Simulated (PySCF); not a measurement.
# ClF₃, singlet: data card

These are results of PBE0/[Cl def2-TZVP, F def2-TZVP], no relativity, density fitting, PySCF, not measurements.

The structure is a minimum.

```xyz
4
charge 0 multiplicity 1, angstrom
Cl   -0.3605    0.0016    0.0000
F     1.2344   -0.0057    0.0000
F    -0.2779    1.6932    0.0000
F    -0.2934   -1.6906    0.0000
```

```json
{"Point group": "C2v", "Bond lengths": "Cl–F 1.595 Å, Cl–F 1.694 Å (×2)", "Bond angles": "F–Cl–F 87.5° (×2), F–Cl–F 174.9°", "Principal quadrupole moments (Buckingham, traceless) about the centre of mass": "-6.88, 2.87, 4.00 D Å", "Rotational constants": "0.4606, 0.155, 0.116 cm⁻¹", "Highest occupied level": "-9.75 eV", "Dipole moment": "0.62 D", "Heat capacity Cp at 298.15 K": "63.2 J/(mol K)", "Principal polarisabilities": "12.0, 20.1, 34.7 bohr³", "Rotational symmetry number": "2", "Entropy at 298.15 K and 1 bar": "281.2 J/(mol K)", "Zero-point energy": "19.1 kJ/mol", "Atomisation energy without zero-point energy": "535 kJ/mol", "Lowest empty level": "-3.61 eV", "Enthalpy at 298.15 K above 0 K": "13.57 kJ/mol"}
```

Harmonic modes (masses in u: Cl 34.969, F 18.998):
```csv
symmetry,ω (cm⁻¹),IR (km/mol)
b1,336,16.7
a1,337,13.3
b2,443,0.2
a1,553,4.3
b2,726,533
a1,797,58.4
```

In C2v the vibrations span b1 + 3a1 + 2b2. Here b1 is antisymmetric to the molecular plane and b2 lies in it.

Charges (e):
```csv
atom,Mulliken,Löwdin,polar tensor,Mayer order to Cl1
Cl1,0.67,0.73,1.70,–
F2,-0.09,-0.13,-0.34,0.99
"F3,4",-0.29,-0.30,-0.68,0.83
```

Mulliken populations on Cl1: s 5.98, p 9.83, d 0.47, f 0.04.

Counting electrons, chlorine keeps 4 of its valence electrons outside its bonds, so the VSEPR class is AX3E2 and the expected shape is T-shaped (C2v), as computed.

The final relaxation and frequency run took 21 s on 4 threads of a shared Arm Neoverse V2 host, with 130 basis functions and 14 gradients; the process peaked at 1.4 GiB.
